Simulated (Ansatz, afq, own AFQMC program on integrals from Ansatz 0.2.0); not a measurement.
AFQMC on a folder of integrals that Ansatz 0.2.0 wrote.

```yaml
crystal:
  periodic: [false, false, false]
  atoms:
    - {symbol: Cl, position_ang: [0.000000, 0.000000, 0.000000]}
    - {symbol: H, position_ang: [0.000000, 0.000000, 3.407000]}
basis:
  gaussian: {orbitals: cc-pVDZ}
magnetization: {spin_polarized: false}
correlation: {method: ccsd_t, electrons: outside_noble_gas, hamiltonian_folder: ham}
```

```sh
$ ansatz run in.yaml --threads 1 --pin off --events-out ev --progress --plain --max-ram 16896MiB --backend cuda --devices 0, --max-vram 18GiB
```

afq runs on the folder ham with

```
--method phaseless --trial cisd --walkers 4000 --populations 20 --least-time 60 --time-step 0.005 --steps-per-block 50 --equilibration-blocks 40 --max-blocks 4000 --target-error 0.00034 --factor-cut 1e-05 --seed 6082 --release-times 0.24,0.51,0.99,1.62,2.4 --release-step 0.03 --release-every 3 --taylor-order 6
```

Times are imaginary, in 1/Eh. The walk had a cap of 122 s. With eight or more populations the least sampling time is a fifth of least-time, and the error comes from their spread.

Output of the walk:

```
orbitals 18  electrons 4 4  factors 95 of 239
reference energy -459.80795830 Eh
CCSD correlation -0.27251590 Eh in 11 cycles, weight of the determinant in the CISD state 0.5820
energy of the start -460.080414 Eh
 block  time / (1/Eh)  mean weight  energy / Eh
     1     0.250  0.9998  -460.076628
     2     0.500  0.9999  -460.078163
     3     0.750  1.0000  -460.080089
     4     1.000  1.0002  -460.082442
     5     1.250  1.0001  -460.084260
     8     2.000  0.9999  -460.087459
    11     2.750  1.0001  -460.090471
    15     3.750  1.0000  -460.093755
    17     4.250  0.9998  -460.092533
    23     5.750  1.0002  -460.091634
    29     7.250  1.0003  -460.092744
    35     8.750  0.9998  -460.091165
    41    10.250  0.9999  -460.091268
    47    11.750  0.9997  -460.088780
    53    13.250  0.9999  -460.087817
    59    14.750  0.9999  -460.089591
    65    16.250  1.0002  -460.088364
    71    17.750  1.0001  -460.088236
    77    19.250  1.0000  -460.088821
    83    20.750  1.0002  -460.090094
    89    22.250  1.0000  -460.091088
error from the spread of 20 populations
released: time / (1/Eh)  energy / Eh  error  mean overlap
  0.24  -460.090758  0.000220  1.0010
  0.51  -460.091490  0.000313  1.0024
  0.99  -460.092836  0.000267  0.9981
  1.62  -460.093678  0.000254  0.9974
  2.40  -460.095118  0.000429  0.9945
energy -460.089785 +/- 0.000330 Eh
(rows thinned)
```

The run passed its tests (sampling time, drift between the halves within three errors, error under three times the target), which doesn't prove that it has relaxed.

Against this walk (error 9.0 meV) on the same determinant: CCSD(T) 511.5 meV lower, CCSDT(Q) 286.5 meV lower, CCSDTQ 267.9 meV lower, full CI 269.2 meV lower. The error is statistical and leaves out the bias of the constraint. The released energies are still falling (meV from the phaseless value at times in 1/Eh: -26 ± 6 at 0.24, -46 ± 9 at 0.51, -83 ± 7 at 0.99, -106 ± 7 at 1.62, -145 ± 12 at 2.40), so they give no level; they do show a bias of the constraint, and the last of them that isn't too noisy lies 124 meV above full CI. Full CI is exact here, so the walk's 269 meV above it is the walk's own error: the bias of the constraint with this trial. The determinant is a poor start (see the cautions), so the low cluster orders aren't to be relied on, and full CI is the sure value.

Cautions: constraint bias not in the error; restricted determinant unstable towards unrestricted (UHF 4.43 eV lower, ⟨S²⟩ 1.00); strong correlation (T1 0.071, weight of the determinant 0.58, largest double 0.79); (T) is large, 10 % of the CCSD correlation; the CCSD(T) amplitudes may be one of several solutions (largest double 0.79); the CCSDT(Q) amplitudes may be one of several solutions (largest double 0.89); the CCSDTQ amplitudes may be one of several solutions (largest double 0.90); the next higher spin lies close (full CI puts it 35 meV above).

The walk took 12 s on 1 × NVIDIA H100 80GB HBM3 with 2 threads of AMD EPYC 7R13 Processor (Zen 3), on a shared host (the card was shared). The log's last line is the phaseless energy.

CCSDT and higher add their correlation energy to the determinant of the CCSD(T) run, since their own runs factorise the integrals more tightly (a shift of under 2 meV). A walk keeps the symmetry of its determinant, which the program's search chose and which needn't be the lowest solution, so a lower state of the same spin and another symmetry isn't excluded.
